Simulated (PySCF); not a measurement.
Gas-phase reaction: H₂CSiH₂ + C₃H₈ → Si + 2 C₂H₆

Energies from PySCF, thermal terms from the rigid-rotor harmonic-oscillator model, ideal gas at 1 bar. † marks an energy on the PBE0/def2-TZVP geometry and frequencies. Open shells (unrestricted): Si (multiplicity 3); the rest are closed-shell singlets. Spin-orbit splitting is ignored; it lowers the true energy and changes the entropy of Si. H₂CSiH₂: computed as isolated molecules; such fragments, hydroxides, amides, oligomers or adducts are transient or little studied in the gas.

BLYP/def2-TZVP† gives ΔH°(298 K) = 186 kJ.

Q: What do M06-2X/def2-TZVP†, ωB97X-V/def2-TZVP†, PBE0/def2-SVP† give?

A: M06-2X/def2-TZVP†: 196 kJ; ωB97X-V/def2-TZVP†: 201 kJ; PBE0/def2-SVP†: 177 kJ. For scale, ΔH°(298 K) is 186 kJ at this level, 199 kJ at ωB97M-V/def2-TZVP†, and runs from 49 to 268 kJ over the 20 levels computed.
